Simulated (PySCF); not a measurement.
Geometry:
```json
{"atom": "Si1", "x (Å)": "0.984", "y (Å)": "-1.259", "z (Å)": "0.357"}
{"atom": "H2", "x (Å)": "1.549", "y (Å)": "-0.441", "z (Å)": "1.472"}
{"atom": "H3", "x (Å)": "1.724", "y (Å)": "-0.929", "z (Å)": "-0.898"}
{"atom": "H4", "x (Å)": "1.123", "y (Å)": "-2.709", "z (Å)": "0.667"}
{"atom": "S5", "x (Å)": "-1.123", "y (Å)": "-0.900", "z (Å)": "0.125"}
{"atom": "Si6", "x (Å)": "-1.061", "y (Å)": "1.197", "z (Å)": "-0.348"}
{"atom": "H7", "x (Å)": "-0.272", "y (Å)": "1.442", "z (Å)": "-1.592"}
{"atom": "H8", "x (Å)": "-0.449", "y (Å)": "1.981", "z (Å)": "0.766"}
{"atom": "H9", "x (Å)": "-2.476", "y (Å)": "1.618", "z (Å)": "-0.550"}
```

Geometry: PBE0-D3(BJ)/def2-SVP; GIAO shifts from PySCF 2.14.0 with density-fitted response routines, gas phase, non-relativistic, averaged over equivalent atoms.

At wB97X-D/pcSseg-1 (102 basis functions, 6.2 s wall time on 1 thread of an Arm Neoverse V1, shared host):
```tsv
atoms	δ (ppm)
Si1/Si6	-47.6
H2/H3/H4/H7/H8/H9	4.55
S5	-355.5
```

Referencing at the same level of theory: ²⁹Si (352.93 ppm), ¹H (31.38 ppm) vs TMS; ³³S (493.71 ppm) vs CS2.

Q: What do these become at PBE0/pcSseg-1?

A: 
```
            atoms  δ at PBE0/pcSseg-1  change
          Si1/Si6               -48.5    -0.9
H2/H3/H4/H7/H8/H9                4.62   +0.07
               S5              -349.9    +5.6
```

Chemical shifts δ = σref − σ; ²⁹Si (351.99 ppm) and ¹H (31.27 ppm) against TMS; ³³S (495.66 ppm) against CS2, all at this level.

The largest change is at S5 (sulfur bonded to 2 Si). Cost: 102 basis functions, 6 s wall time on 1 thread of an Arm Neoverse V1, shared host.
